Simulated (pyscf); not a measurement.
1,1-elimination: H₂N–InH₂ → NH₃ + InH [singlet]

Gas phase, singlet surface, charge 0. Bonds broken: N1–In2, In2–H5. Bonds formed: N1–H5. Optimised with ωB97X-D3(BJ)/def2-SVP in PySCF. Correlated levels are frozen-core, on RHF or UHF. ΔMP2 is the change of the MP2 total energy from the triple- to the quadruple-zeta basis.

Transition state (Å):

```xyz
6

N     -0.6578     0.4998    -0.0144
In     1.5161     0.1662     0.0467
H     -0.9207     1.4570    -0.2541
H     -1.5018     0.0047     0.2920
H      0.3648     0.4687    -1.2781
H      2.0620    -0.8308     1.3608
```

One imaginary mode, 1418i cm⁻¹; descent along it reached the two sides named, in the forms told below.

```csv
bond,change,reactant side (Å),saddle,product side
N1–In2,breaks,2.013,2.200,2.6
In2–H5,breaks,1.718,1.781,3.2
N1–H5,forms,3.2,1.626,1.020
```

Electronic energies relative to the reactant's lowest minimum found (kJ/mol):

```
level                             barrier  reaction energy  reverse barrier
--------------------------------  -------  ---------------  ---------------
ωB97X-D3(BJ)/def2-TZVP              236.7            +33.3            203.4
PBE/def2-TZVP                       174.1             +4.7            169.5
r²SCAN/def2-TZVP                    193.8            +22.3            171.5
B3LYP-D3(BJ)/def2-TZVP              198.9             -3.1            202.0
PBE0-D3(BJ)/def2-TZVP               204.7            +13.6            191.1
M06-2X/def2-TZVP                    221.1            +17.5            203.6
ωB97M-D3(BJ)/def2-TZVP              224.5            +12.0            212.4
HF/def2-TZVP                        289.8             -8.6            298.4
MP2/def2-QZVPP                      209.4            +17.3            192.0
CCSD/def2-TZVPP                     229.7             +7.2            222.6
CCSD(T)/def2-TZVPP                  214.6            +13.0            201.6
CCSD(T)/def2-TZVPP + ΔMP2(QZVPP)    212.1            +14.2            197.9
```

With CCSD(T)/def2-TZVPP + ΔMP2(QZVPP) energies and thermal terms (ideal gas, 1 atm, RRHO with modes under 100 cm⁻¹ raised to 100, one conformer, R ln 2 for rigid chiral ones), in kJ/mol:

| T (K) | ΔH‡ | ΔG‡ | ΔH | ΔG |
|---|---|---|---|---|
| 298 | 206.7 | 205.1 | +21.5 | -14.9 |
| 600 | 204.3 | 204.3 | +17.8 | -50.6 |
| 900 | 202.0 | 204.9 | +12.8 | -83.7 |
| 1200 | 199.8 | 206.1 | +7.8 | -115.1 |

On the product side the descent ends in a bound adduct (not fully relaxed), 52.7 kJ/mol under the separated species and 256.1 kJ/mol under the saddle at ωB97X-D3(BJ)/def2-TZVP. This is the saddle that the search found; another between the same sides may lie lower. The CCSD(T) − MP2 part came from Ansatz, without density fitting, on the same reference. The frozen core leaves the outer d or s,p core shells of the metals and heavy elements correlated in the MP2 and CC values, and def2-TZVPP describes them poorly, which can shift differences by a few kcal/mol. Elements past Kr carry the def2 core potentials, without spin-orbit coupling.
